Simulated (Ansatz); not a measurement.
```yaml
crystal:
  periodic: [false, false, false]
  atoms:
    - {symbol: C, position_ang: [0.000000, 0.000000, -1.177539]}
    - {symbol: O, position_ang: [0.000000, 0.000000, -0.009729]}
    - {symbol: N, position_ang: [0.000000, 0.000000, 1.187268]}
basis:
  gaussian: {orbitals: def2-TZVP}
magnetization: {spin_polarized: true, initial_magnetization: 1}
hamiltonian: {xc: pbe0}
relax: {f_tol: 0.004, max_steps: 80}
```

```sh
$ ansatz run in.yaml --threads 1 --pin off --events-out ev --progress --plain --max-ram 2176MiB
```

Steps of the relaxation (energy above the last step; positions in Å, forces in eV/Å):

```
3
step 1, 211.5 meV
C     0.000    0.000   -1.178    0.000    0.000   -1.936
O     0.000    0.000   -0.010    0.000    0.000   -2.421
N     0.000    0.000    1.187    0.000    0.000    4.357
```

```
3
step 2, 67.4 meV
C     0.000    0.000   -1.202    0.000    0.000   -0.055
O     0.000    0.000   -0.018    0.000    0.000   -2.011
N     0.000    0.000    1.220    0.000    0.000    2.066
```

```
3
step 3, 14.6 meV
C     0.000    0.000   -1.215    0.000    0.000    0.466
O     0.000    0.000   -0.031    0.000    0.000   -1.167
N     0.000    0.000    1.246    0.000    0.000    0.700
```

```
3
step 6, 0.0 meV
C     0.000    0.000   -1.219    0.000    0.000    0.000
O     0.000    0.000   -0.047    0.000    0.000    0.000
N     0.000    0.000    1.266    0.000    0.000    0.000
```

Close pairs at the end: C1–O2 1.172 Å, O2–N3 1.313 Å.

A stationary point of unrestricted PBE0 after 6 steps, with ⟨S²⟩ = 0.768 against 0.75 for a pure state; no frequencies were run, so it isn't proven a minimum. 16 s on 1 thread of Arm Neoverse V1, shared host.
